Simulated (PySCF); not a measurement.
**Relaxation of singlet S₂H₄**

Method: PySCF, PBE0, basis S def2-TZVP, H def2-TZVP (no relativity, density fitting). A (50,194) grid was used.

A hand-made doubly bridged, trans start, of C2h symmetry, held to at least that symmetry:

Coordinates in bohr (charge 0 multiplicity 1):
```
S     1.8442    0.0000    0.0000
S    -1.8442    0.0000    0.0000
H     0.0000    1.9778    0.0000
H     0.0000   -1.9778    0.0000
H     3.1197    0.0000    2.1940
H    -3.1197    0.0000   -2.1940
```

Question: What forces act on the atoms at the start (eV/Å)?

Answer: 
```json
{"atom": "S1", "Fx": "15.66", "Fy": "0.00", "Fz": "2.26"}
{"atom": "S2", "Fx": "-15.66", "Fy": "0.00", "Fz": "-2.26"}
{"atom": "H3", "Fx": "0.00", "Fy": "0.32", "Fz": "0.00"}
{"atom": "H4", "Fx": "0.00", "Fy": "-0.32", "Fz": "0.00"}
{"atom": "H5", "Fx": "3.17", "Fy": "0.00", "Fz": "0.89"}
{"atom": "H6", "Fx": "-3.17", "Fy": "0.00", "Fz": "-0.89"}
```

Question: What does it relax to?

Answer: It ends at C2h with S–H 1.343 Å (×2), S–H 1.678 Å (×2); H–S–H 51.5°, H–S–H 89.6° (×2). The molecule has come apart into SH₃ + SH. No frequency check is given, so it may be a saddle point.

Question: How much energy is released, and in how many steps?

Answer: 751.3 kJ/mol in 14 steps.
